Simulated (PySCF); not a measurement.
**H₄NF, a complex of two parts: interaction energy**

What interaction energy should one expect for `F` with `N`?

Computed with PySCF 2.14.0; each step states its level. No surroundings beyond the atoms listed, unless a continuum is named. Atoms count from 0, parts from 1.

## 1. The system as given

6 atoms, charge 0, multiplicity 1; geometry: GFN2-xTB. Parts: 1 = atoms 0–1, `F`, charge 0; 2 = atoms 2–5, `N`, charge 0.

## 2. Optimising the geometry at PBE0-D3(BJ)/def2-TZVPD

The job: settings as JSON, then the geometry in Å.

```
{"job": {"xc": "PBE0", "basis": "def2-TZVPD", "d3": "d3bj", "grid": 3, "kind": "geom", "shake": 0.01}, "charge": 0, "multiplicity": 1, "parts": [{"atoms": "0-1", "charge": 0, "multiplicity": 1}, {"atoms": "2-5", "charge": 0, "multiplicity": 1}]}
F      0.291253    -0.158684    -0.061843
H      1.146781    -0.237078     0.346781
N      2.532103    -0.392559     0.997376
H      3.274374     0.145116     0.486555
H      2.525196    -0.061472     1.950354
H      2.823888    -1.359530     1.005817
```

Command:

```
> OMP_NUM_THREADS=1 python cluster_run.py task.json out
```

The driver reads the jobs from task.json and runs them one after another.

What it wrote:

```text
step   0  E = -156.93118056  max force = 0.026605
step   1  E = -156.93315988  max force = 0.007218
step   2  E = -156.93325737  max force = 0.002691
step   3  E = -156.93328619  max force = 0.001515
step   4  E = -156.93329901  max force = 0.000343
optimisation converged
```

Wall time 24 s (1 thread of Arm Neoverse N1, shared host); peak memory 0.5 GiB.

Relaxation path:

| step | energy from step 0 (eV) | largest force component (eV/Å) |
| --- | --- | --- |
| 0 | 0.0000 | 1.3681 |
| 1 | -0.0539 | 0.3712 |
| 2 | -0.0565 | 0.1384 |
| 3 | -0.0573 | 0.0779 |
| 4 | -0.0576 | 0.0176 |

Close pairs (by a distance rule), those that changed most:

| bond | before (Å) | after (Å) | change (Å) |
| --- | --- | --- | --- |
| N2–H3 | 1.049 | 1.013 | -0.037 |
| F0–H1 | 0.951 | 0.965 | +0.013 |
| N2–H4 | 1.009 | 1.013 | +0.004 |
| N2–H5 | 1.010 | 1.013 | +0.003 |

The final coordinates are the input of the step that follows.

| at the end point | value |
| --- | --- |
| point group (found at 0.08 Å tolerance) | C3v |
| rotational constants (GHz, main isotopes) | 187.5, 7.726, 7.726 |
| dipole moment (D) | 4.78 |

Contacts at the end point (a selection, picked against the atoms' radii; other short pairs can be missing):

| atoms | distance (Å) | kind (by distance and angle) | angle (°) |
| --- | --- | --- | --- |
| H1···N2 | 1.63 | hydrogen bond | 179 |

Against the parts relaxed at this level the binding energy is -14.26 kcal/mol, without counterpoise.

## 3. Coupled-cluster interaction energy: CCSD(T) and MP2, 1.63 Å

The job: settings as JSON, then the geometry in Å.

```
{"job": {"kind": "intercc", "basis": "aug-cc-pVDZ", "basis_mid": "aug-cc-pVTZ", "basis_large": "aug-cc-pVQZ"}, "charge": 0, "multiplicity": 1, "parts": [{"atoms": "0-1", "charge": 0, "multiplicity": 1}, {"atoms": "2-5", "charge": 0, "multiplicity": 1}]}
F      0.259491    -0.219148    -0.129794
H      1.122486    -0.274156     0.298076
N      2.574318    -0.356551     1.039998
H      3.119954     0.479711     0.870709
H      2.454649    -0.447715     2.041669
H      3.119807    -1.148510     0.721541
```

Method: CCSD(T)/aug-cc-pVDZ and MP2/aug-cc-pVTZ, aug-cc-pVQZ counterpoise interaction energy, frozen core, gas phase.

What it wrote:

```text
part 1, own basis, geometry of the cluster
final grid: 16976 points
cycle   1  E = -100.0268757066  dE = -2.079e-01  |g| = 4.086e-01  |ddm| = 1.917e+00
cycle   2  E = -100.0487092553  dE = -2.183e-02  |g| = 2.530e-01  |ddm| = 6.581e-01
cycle   3  E = -100.0565112120  dE = -7.802e-03  |g| = 2.430e-02  |ddm| = 2.305e-01
cycle   4  E = -100.0566562575  dE = -1.450e-04  |g| = 7.411e-03  |ddm| = 3.164e-02
cycle   5  E = -100.0566803840  dE = -2.413e-05  |g| = 1.800e-03  |ddm| = 1.470e-02
cycle   6  E = -100.0566824419  dE = -2.058e-06  |g| = 2.754e-04  |ddm| = 5.187e-03
cycle   7  E = -100.0566824909  dE = -4.906e-08  |g| = 2.229e-05  |ddm| = 8.983e-04
cycle   8  E = -100.0566824911  dE = -2.337e-10  |g| = 2.505e-06  |ddm| = 4.684e-05
converged SCF energy = -100.0566824911

part 2, own basis, geometry of the cluster
final grid: 27112 points
cycle   1  E = -56.2071205644  dE = -1.579e-01  |g| = 2.303e-01  |ddm| = 3.170e+00
cycle   2  E = -56.2189453139  dE = -1.182e-02  |g| = 7.821e-02  |ddm| = 4.299e-01
cycle   3  E = -56.2201281470  dE = -1.183e-03  |g| = 2.431e-02  |ddm| = 1.241e-01
cycle   4  E = -56.2202835724  dE = -1.554e-04  |g| = 5.242e-03  |ddm| = 3.463e-02
cycle   5  E = -56.2202971846  dE = -1.361e-05  |g| = 1.094e-03  |ddm| = 9.437e-03
cycle   6  E = -56.2202983305  dE = -1.146e-06  |g| = 2.898e-04  |ddm| = 2.818e-03
cycle   7  E = -56.2202984225  dE = -9.197e-08  |g| = 5.240e-05  |ddm| = 1.066e-03
cycle   8  E = -56.2202984249  dE = -2.439e-09  |g| = 5.095e-06  |ddm| = 1.671e-04
cycle   9  E = -56.2202984250  dE = -1.691e-11  |g| = 6.597e-07  |ddm| = 2.470e-05
converged SCF energy = -56.2202984250

part 1, own basis, relaxed alone
final grid: 16976 points
cycle   1  E = -100.0334423753  dE = -1.669e-01  |g| = 4.001e-01  |ddm| = 1.981e+00
cycle   2  E = -100.0540951259  dE = -2.065e-02  |g| = 2.355e-01  |ddm| = 6.586e-01
cycle   3  E = -100.0607482747  dE = -6.653e-03  |g| = 2.345e-02  |ddm| = 2.190e-01
cycle   4  E = -100.0608614150  dE = -1.131e-04  |g| = 6.223e-03  |ddm| = 2.906e-02
cycle   5  E = -100.0608769509  dE = -1.554e-05  |g| = 1.504e-03  |ddm| = 1.190e-02
cycle   6  E = -100.0608782796  dE = -1.329e-06  |g| = 2.375e-04  |ddm| = 4.215e-03
cycle   7  E = -100.0608783159  dE = -3.631e-08  |g| = 2.124e-05  |ddm| = 8.269e-04
cycle   8  E = -100.0608783161  dE = -2.214e-10  |g| = 2.369e-06  |ddm| = 4.891e-05
converged SCF energy = -100.0608783161

part 2, own basis, relaxed alone
final grid: 27112 points
cycle   1  E = -56.2069567563  dE = -1.562e-01  |g| = 2.315e-01  |ddm| = 3.167e+00
cycle   2  E = -56.2189237329  dE = -1.197e-02  |g| = 7.853e-02  |ddm| = 4.303e-01
cycle   3  E = -56.2201156570  dE = -1.192e-03  |g| = 2.433e-02  |ddm| = 1.243e-01
cycle   4  E = -56.2202718232  dE = -1.562e-04  |g| = 5.325e-03  |ddm| = 3.471e-02
cycle   5  E = -56.2202859732  dE = -1.415e-05  |g| = 1.116e-03  |ddm| = 9.654e-03
cycle   6  E = -56.2202871727  dE = -1.200e-06  |g| = 2.938e-04  |ddm| = 2.908e-03
cycle   7  E = -56.2202872665  dE = -9.375e-08  |g| = 5.226e-05  |ddm| = 1.086e-03
cycle   8  E = -56.2202872689  dE = -2.380e-09  |g| = 5.009e-06  |ddm| = 1.660e-04
cycle   9  E = -56.2202872689  dE = -1.675e-11  |g| = 6.407e-07  |ddm| = 2.464e-05
converged SCF energy = -56.2202872689

cluster
final grid: 4632 points
cycle   1  E = -156.2935057154  dE = -1.897e-02  |g| = 6.011e-02  |ddm| = 8.358e-01
cycle   2  E = -156.2952355629  dE = -1.730e-03  |g| = 2.288e-02  |ddm| = 1.287e-01
cycle   3  E = -156.2955200025  dE = -2.844e-04  |g| = 9.692e-03  |ddm| = 5.667e-02
cycle   4  E = -156.2955512246  dE = -3.122e-05  |g| = 2.544e-03  |ddm| = 1.790e-02
cycle   5  E = -156.2955538806  dE = -2.656e-06  |g| = 5.924e-04  |ddm| = 5.827e-03
cycle   6  E = -156.2955539928  dE = -1.123e-07  |g| = 1.847e-04  |ddm| = 1.384e-03
cycle   7  E = -156.2955540014  dE = -8.576e-09  |g| = 3.445e-05  |ddm| = 3.352e-04
cycle   8  E = -156.2955540020  dE = -6.120e-10  |g| = 6.318e-06  |ddm| = 1.137e-04
converged SCF energy = -156.2955540020

part 1 in the basis of the cluster
final grid: 4632 points
cycle   1  E = -100.0567683153  dE = -8.684e-05  |g| = 2.026e-03  |ddm| = 3.880e-01
cycle   2  E = -100.0567696460  dE = -1.331e-06  |g| = 2.791e-04  |ddm| = 4.340e-02
cycle   3  E = -100.0567696762  dE = -3.024e-08  |g| = 2.782e-05  |ddm| = 6.384e-03
cycle   4  E = -100.0567696764  dE = -1.980e-10  |g| = 1.518e-05  |ddm| = 1.421e-04
converged SCF energy = -100.0567696764

part 2 in the basis of the cluster
final grid: 4632 points
cycle   1  E = -56.2203722207  dE = -7.482e-05  |g| = 1.815e-03  |ddm| = 5.304e-01
cycle   2  E = -56.2203731717  dE = -9.510e-07  |g| = 2.243e-04  |ddm| = 5.497e-02
cycle   3  E = -56.2203731975  dE = -2.572e-08  |g| = 2.377e-05  |ddm| = 7.601e-03
cycle   4  E = -56.2203731979  dE = -4.248e-10  |g| = 7.696e-06  |ddm| = 3.839e-04
converged SCF energy = -56.2203731979

Interaction energy (kcal/mol)
  counterpoise      -13.330
  uncorrected       -14.041
  dispersion part     0.000
  deformation         1.180
  binding           -12.150

Decomposition of the uncorrected value (kcal/mol)
  electrostatic     -24.815
  Pauli              26.347
  orbital           -13.187
  dispersion          0.000
  correlation        -2.385

Charge of each part in the cluster: -0.049 0.049
part 1, own basis, geometry of the cluster
final grid: 16976 points
cycle   1  E = -100.0339358788  dE = -2.085e-01  |g| = 4.122e-01  |ddm| = 2.075e+00
cycle   2  E = -100.0559127734  dE = -2.198e-02  |g| = 2.556e-01  |ddm| = 6.078e-01
cycle   3  E = -100.0638199823  dE = -7.907e-03  |g| = 2.476e-02  |ddm| = 2.270e-01
cycle   4  E = -100.0639665015  dE = -1.465e-04  |g| = 7.632e-03  |ddm| = 2.912e-02
cycle   5  E = -100.0639912173  dE = -2.472e-05  |g| = 1.872e-03  |ddm| = 1.360e-02
cycle   6  E = -100.0639933986  dE = -2.181e-06  |g| = 3.049e-04  |ddm| = 4.731e-03
cycle   7  E = -100.0639934592  dE = -6.052e-08  |g| = 2.668e-05  |ddm| = 9.607e-04
cycle   8  E = -100.0639934595  dE = -3.488e-10  |g| = 2.854e-06  |ddm| = 7.964e-05
converged SCF energy = -100.0639934595

part 2, own basis, geometry of the cluster
final grid: 27112 points
cycle   1  E = -56.2106325129  dE = -1.586e-01  |g| = 2.349e-01  |ddm| = 3.342e+00
cycle   2  E = -56.2225504830  dE = -1.192e-02  |g| = 8.022e-02  |ddm| = 3.682e-01
cycle   3  E = -56.2237690463  dE = -1.219e-03  |g| = 2.452e-02  |ddm| = 1.236e-01
cycle   4  E = -56.2239259396  dE = -1.569e-04  |g| = 5.419e-03  |ddm| = 3.473e-02
cycle   5  E = -56.2239399934  dE = -1.405e-05  |g| = 1.132e-03  |ddm| = 9.676e-03
cycle   6  E = -56.2239411768  dE = -1.183e-06  |g| = 3.093e-04  |ddm| = 2.642e-03
cycle   7  E = -56.2239412760  dE = -9.922e-08  |g| = 5.739e-05  |ddm| = 1.025e-03
cycle   8  E = -56.2239412790  dE = -2.994e-09  |g| = 5.961e-06  |ddm| = 1.857e-04
cycle   9  E = -56.2239412791  dE = -2.399e-11  |g| = 7.556e-07  |ddm| = 2.175e-05
converged SCF energy = -56.2239412791

part 1, own basis, relaxed alone
final grid: 16976 points
cycle   1  E = -100.0406826162  dE = -1.677e-01  |g| = 4.036e-01  |ddm| = 2.133e+00
cycle   2  E = -100.0614680946  dE = -2.079e-02  |g| = 2.381e-01  |ddm| = 6.033e-01
cycle   3  E = -100.0682172213  dE = -6.749e-03  |g| = 2.387e-02  |ddm| = 2.154e-01
cycle   4  E = -100.0683313702  dE = -1.141e-04  |g| = 6.420e-03  |ddm| = 2.681e-02
cycle   5  E = -100.0683473043  dE = -1.593e-05  |g| = 1.567e-03  |ddm| = 1.095e-02
cycle   6  E = -100.0683487157  dE = -1.411e-06  |g| = 2.618e-04  |ddm| = 3.779e-03
cycle   7  E = -100.0683487598  dE = -4.411e-08  |g| = 2.505e-05  |ddm| = 8.489e-04
cycle   8  E = -100.0683487601  dE = -3.253e-10  |g| = 2.762e-06  |ddm| = 7.838e-05
converged SCF energy = -100.0683487601

part 2, own basis, relaxed alone
final grid: 27112 points
cycle   1  E = -56.2104689969  dE = -1.570e-01  |g| = 2.361e-01  |ddm| = 3.341e+00
cycle   2  E = -56.2225287519  dE = -1.206e-02  |g| = 8.056e-02  |ddm| = 3.691e-01
cycle   3  E = -56.2237566720  dE = -1.228e-03  |g| = 2.454e-02  |ddm| = 1.235e-01
cycle   4  E = -56.2239142658  dE = -1.576e-04  |g| = 5.504e-03  |ddm| = 3.478e-02
cycle   5  E = -56.2239288689  dE = -1.460e-05  |g| = 1.154e-03  |ddm| = 9.864e-03
cycle   6  E = -56.2239301081  dE = -1.239e-06  |g| = 3.134e-04  |ddm| = 2.728e-03
cycle   7  E = -56.2239302095  dE = -1.014e-07  |g| = 5.730e-05  |ddm| = 1.047e-03
cycle   8  E = -56.2239302124  dE = -2.932e-09  |g| = 5.875e-06  |ddm| = 1.845e-04
cycle   9  E = -56.2239302124  dE = -2.288e-11  |g| = 7.352e-07  |ddm| = 2.161e-05
converged SCF energy = -56.2239302124

cluster
final grid: 4632 points
cycle   1  E = -156.3043605839  dE = -1.896e-02  |g| = 6.012e-02  |ddm| = 9.563e-01
cycle   2  E = -156.3060947076  dE = -1.734e-03  |g| = 2.303e-02  |ddm| = 1.239e-01
cycle   3  E = -156.3063808515  dE = -2.861e-04  |g| = 9.545e-03  |ddm| = 5.426e-02
cycle   4  E = -156.3064116711  dE = -3.082e-05  |g| = 2.628e-03  |ddm| = 1.771e-02
cycle   5  E = -156.3064143352  dE = -2.664e-06  |g| = 6.000e-04  |ddm| = 6.064e-03
cycle   6  E = -156.3064144546  dE = -1.194e-07  |g| = 1.888e-04  |ddm| = 1.661e-03
cycle   7  E = -156.3064144633  dE = -8.700e-09  |g| = 3.601e-05  |ddm| = 3.928e-04
cycle   8  E = -156.3064144640  dE = -6.548e-10  |g| = 6.589e-06  |ddm| = 1.656e-04
converged SCF energy = -156.3064144640

part 1 in the basis of the cluster
final grid: 4632 points
cycle   1  E = -100.0640637283  dE = -7.083e-05  |g| = 1.759e-03  |ddm| = 5.341e-01
cycle   2  E = -100.0640645259  dE = -7.976e-07  |g| = 2.171e-04  |ddm| = 5.063e-02
cycle   3  E = -100.0640645422  dE = -1.631e-08  |g| = 1.875e-05  |ddm| = 6.721e-03
cycle   4  E = -100.0640645423  dE = -1.451e-10  |g| = 6.543e-06  |ddm| = 3.085e-04
converged SCF energy = -100.0640645423

part 2 in the basis of the cluster
final grid: 4632 points
cycle   1  E = -56.2239629487  dE = -2.301e-05  |g| = 9.189e-04  |ddm| = 6.041e-01
cycle   2  E = -56.2239632109  dE = -2.622e-07  |g| = 1.070e-04  |ddm| = 6.464e-02
cycle   3  E = -56.2239632174  dE = -6.500e-09  |g| = 1.020e-05  |ddm| = 9.073e-03
cycle   4  E = -56.2239632175  dE = -9.604e-11  |g| = 1.474e-06  |ddm| = 5.323e-04
converged SCF energy = -56.2239632175

Interaction energy (kcal/mol)
  counterpoise      -13.659
  uncorrected       -14.130
  dispersion part     0.000
  deformation         1.349
  binding           -12.311

Decomposition of the uncorrected value (kcal/mol)
  electrostatic     -24.839
  Pauli              26.430
  orbital           -13.189
  dispersion          0.000
  correlation        -2.533

Charge of each part in the cluster: -0.049 0.049
part 1 in the basis of the cluster: E(HF) = -100.029420260  E2 = -0.225646601  E(CCSD corr) = -0.229085222  (T) = -0.004476728
part 2 in the basis of the cluster: E(HF) = -56.205909547  E2 = -0.200549930  E(CCSD corr) = -0.215437422  (T) = -0.005597238
cluster: E(HF) = -156.253526709  E2 = -0.427817025  E(CCSD corr) = -0.445096234  (T) = -0.010511392

Counterpoise interaction energy (kcal/mol)
  hf_small                 -11.419
  mp2_small                -12.436
  ccsd_small               -11.779
  ccsdt_small              -12.053
  hf_large                 -11.538
  mp2_large                -13.659
  hf_middle                -11.553
  mp2_middle               -13.330
  scs_mp2_large            -12.698
  mp2_limit                -13.911
  ccsdt_less_mp2             0.383
  ccsdt_limit_estimate     -13.528
  bsse_mp2_large             0.471
```

It took 55 s on 1 thread of Arm Neoverse N1, shared host; peak memory 0.52 GiB.

Contacts at this geometry (a selection, picked against the atoms' radii; other short pairs can be missing):

| atoms | distance (Å) | kind (by distance and angle) | angle (°) |
| --- | --- | --- | --- |
| H1···N2 | 1.63 | hydrogen bond | 179 |

| method | interaction energy (kcal/mol) | from CCSD(T), limit estimate (kcal/mol) |
| --- | --- | --- |
| HF/aug-cc-pVDZ | -11.42 | +2.11 |
| MP2/aug-cc-pVDZ | -12.44 | +1.09 |
| CCSD/aug-cc-pVDZ | -11.78 | +1.75 |
| CCSD(T)/aug-cc-pVDZ | -12.05 | +1.48 |
| HF/aug-cc-pVQZ | -11.54 | +1.99 |
| MP2/aug-cc-pVQZ | -13.66 | -0.13 |
| SCS-MP2/aug-cc-pVQZ | -12.70 | +0.83 |
| MP2, extrapolated | -13.91 | -0.38 |
| CCSD(T), limit estimate | -13.53 | 0 |

These energies keep the parts at their geometry in the cluster; deforming them to it costs 1.35 kcal/mol (MP2).

## 4. Coupled-cluster interaction energy: CCSD(T) and MP2, 1.71 Å

Settings changed since step 3:

```diff
@@ -3,5 +3,5 @@
 H      1.122486    -0.274156     0.298076
-N      2.574318    -0.356551     1.039998
-H      3.119954     0.479711     0.870709
-H      2.454649    -0.447715     2.041669
-H      3.119807    -1.148510     0.721541
+N      2.646910    -0.360671     1.077094
+H      3.192546     0.475591     0.907805
+H      2.527241    -0.451835     2.078765
+H      3.192399    -1.152630     0.758637
```

Method: CCSD(T)/aug-cc-pVDZ and MP2/aug-cc-pVTZ, aug-cc-pVQZ counterpoise interaction energy, frozen core, gas phase.

What it wrote:

```text
part 1, own basis, geometry of the cluster: E = -100.0566824911 (as before)

part 2, own basis, geometry of the cluster: E = -56.2202984250 (as before)

part 1, own basis, relaxed alone: E = -100.0608783161 (as before)

part 2, own basis, relaxed alone: E = -56.2202872689 (as before)

cluster
final grid: 4632 points
cycle   1  E = -156.2943487489  dE = -1.492e-02  |g| = 5.247e-02  |ddm| = 7.425e-01
cycle   2  E = -156.2957195515  dE = -1.371e-03  |g| = 1.998e-02  |ddm| = 1.113e-01
cycle   3  E = -156.2959481684  dE = -2.286e-04  |g| = 7.862e-03  |ddm| = 5.005e-02
cycle   4  E = -156.2959704653  dE = -2.230e-05  |g| = 2.238e-03  |ddm| = 1.515e-02
cycle   5  E = -156.2959724999  dE = -2.035e-06  |g| = 4.865e-04  |ddm| = 5.066e-03
cycle   6  E = -156.2959725813  dE = -8.139e-08  |g| = 1.626e-04  |ddm| = 1.173e-03
cycle   7  E = -156.2959725875  dE = -6.174e-09  |g| = 3.077e-05  |ddm| = 2.722e-04
cycle   8  E = -156.2959725880  dE = -4.750e-10  |g| = 5.550e-06  |ddm| = 9.582e-05
converged SCF energy = -156.2959725880

part 1 in the basis of the cluster
final grid: 4632 points
cycle   1  E = -100.0567648881  dE = -8.331e-05  |g| = 1.979e-03  |ddm| = 3.544e-01
cycle   2  E = -100.0567661421  dE = -1.254e-06  |g| = 2.705e-04  |ddm| = 3.964e-02
cycle   3  E = -100.0567661701  dE = -2.806e-08  |g| = 2.491e-05  |ddm| = 5.827e-03
cycle   4  E = -100.0567661703  dE = -1.761e-10  |g| = 1.331e-05  |ddm| = 1.343e-04
converged SCF energy = -100.0567661703

part 2 in the basis of the cluster
final grid: 4632 points
cycle   1  E = -56.2203647548  dE = -6.732e-05  |g| = 1.702e-03  |ddm| = 5.095e-01
cycle   2  E = -56.2203656330  dE = -8.782e-07  |g| = 2.140e-04  |ddm| = 5.320e-02
cycle   3  E = -56.2203656576  dE = -2.456e-08  |g| = 2.312e-05  |ddm| = 7.375e-03
cycle   4  E = -56.2203656580  dE = -4.093e-10  |g| = 7.238e-06  |ddm| = 3.602e-04
converged SCF energy = -56.2203656580

Interaction energy (kcal/mol)
  counterpoise      -13.374
  uncorrected       -14.007
  dispersion part     0.000
  deformation         1.180
  binding           -12.194

Decomposition of the uncorrected value (kcal/mol)
  electrostatic     -21.659
  Pauli              20.122
  orbital           -10.381
  dispersion          0.000
  correlation        -2.088

Charge of each part in the cluster: -0.043 0.043
part 1, own basis, geometry of the cluster: E = -100.0639934595 (as before)

part 2, own basis, geometry of the cluster: E = -56.2239412791 (as before)

part 1, own basis, relaxed alone: E = -100.0683487601 (as before)

part 2, own basis, relaxed alone: E = -56.2239302124 (as before)

cluster
final grid: 4632 points
cycle   1  E = -156.3052013648  dE = -1.497e-02  |g| = 5.254e-02  |ddm| = 8.567e-01
cycle   2  E = -156.3065787513  dE = -1.377e-03  |g| = 2.014e-02  |ddm| = 1.096e-01
cycle   3  E = -156.3068091532  dE = -2.304e-04  |g| = 7.733e-03  |ddm| = 4.810e-02
cycle   4  E = -156.3068312080  dE = -2.205e-05  |g| = 2.308e-03  |ddm| = 1.521e-02
cycle   5  E = -156.3068332452  dE = -2.037e-06  |g| = 4.945e-04  |ddm| = 5.301e-03
cycle   6  E = -156.3068333328  dE = -8.756e-08  |g| = 1.641e-04  |ddm| = 1.400e-03
cycle   7  E = -156.3068333389  dE = -6.120e-09  |g| = 3.237e-05  |ddm| = 3.046e-04
cycle   8  E = -156.3068333394  dE = -5.073e-10  |g| = 5.760e-06  |ddm| = 1.387e-04
converged SCF energy = -156.3068333394

part 1 in the basis of the cluster
final grid: 4632 points
cycle   1  E = -100.0640559595  dE = -6.299e-05  |g| = 1.639e-03  |ddm| = 4.807e-01
cycle   2  E = -100.0640566800  dE = -7.205e-07  |g| = 2.040e-04  |ddm| = 4.631e-02
cycle   3  E = -100.0640566949  dE = -1.490e-08  |g| = 1.765e-05  |ddm| = 6.314e-03
cycle   4  E = -100.0640566950  dE = -1.256e-10  |g| = 6.453e-06  |ddm| = 2.839e-04
converged SCF energy = -100.0640566950

part 2 in the basis of the cluster
final grid: 4632 points
cycle   1  E = -56.2239613275  dE = -2.140e-05  |g| = 9.017e-04  |ddm| = 5.614e-01
cycle   2  E = -56.2239615817  dE = -2.541e-07  |g| = 1.057e-04  |ddm| = 6.117e-02
cycle   3  E = -56.2239615881  dE = -6.460e-09  |g| = 1.017e-05  |ddm| = 8.749e-03
cycle   4  E = -56.2239615882  dE = -9.700e-11  |g| = 1.330e-06  |ddm| = 5.229e-04
converged SCF energy = -56.2239615882

Interaction energy (kcal/mol)
  counterpoise      -13.651
  uncorrected       -14.067
  dispersion part     0.000
  deformation         1.349
  binding           -12.303

Decomposition of the uncorrected value (kcal/mol)
  electrostatic     -21.663
  Pauli              20.219
  orbital           -10.417
  dispersion          0.000
  correlation        -2.207

Charge of each part in the cluster: -0.043 0.043
part 1 in the basis of the cluster: E(HF) = -100.029399875  E2 = -0.225583043  E(CCSD corr) = -0.229024190  (T) = -0.004467736
part 2 in the basis of the cluster: E(HF) = -56.205908006  E2 = -0.200405042  E(CCSD corr) = -0.215303687  (T) = -0.005585119
cluster: E(HF) = -156.254000870  E2 = -0.427428999  E(CCSD corr) = -0.444861894  (T) = -0.010459814

Counterpoise interaction energy (kcal/mol)
  hf_small                 -11.730
  mp2_small                -12.634
  ccsd_small               -12.065
  ccsdt_small              -12.320
  hf_large                 -11.807
  mp2_large                -13.651
  hf_middle                -11.823
  mp2_middle               -13.374
  scs_mp2_large            -12.812
  mp2_limit                -13.865
  ccsdt_less_mp2             0.314
  ccsdt_limit_estimate     -13.552
  bsse_mp2_large             0.415
```

It took 47 s on 1 thread of Arm Neoverse N1, shared host; peak memory 0.52 GiB.

Contacts at this geometry (a selection, picked against the atoms' radii; other short pairs can be missing):

| atoms | distance (Å) | kind (by distance and angle) | angle (°) |
| --- | --- | --- | --- |
| H1···N2 | 1.71 | hydrogen bond | 179 |

Differences are taken before rounding.

| method | interaction energy (kcal/mol) | from CCSD(T), limit estimate (kcal/mol) |
| --- | --- | --- |
| HF/aug-cc-pVDZ | -11.73 | +1.82 |
| MP2/aug-cc-pVDZ | -12.63 | +0.92 |
| CCSD/aug-cc-pVDZ | -12.07 | +1.49 |
| CCSD(T)/aug-cc-pVDZ | -12.32 | +1.23 |
| HF/aug-cc-pVQZ | -11.81 | +1.74 |
| MP2/aug-cc-pVQZ | -13.65 | -0.10 |
| SCS-MP2/aug-cc-pVQZ | -12.81 | +0.74 |
| MP2, extrapolated | -13.87 | -0.31 |
| CCSD(T), limit estimate | -13.55 | 0 |

These energies keep the parts at their geometry in the cluster; deforming them to it costs 1.35 kcal/mol (MP2).

[end of part 1 of 3]
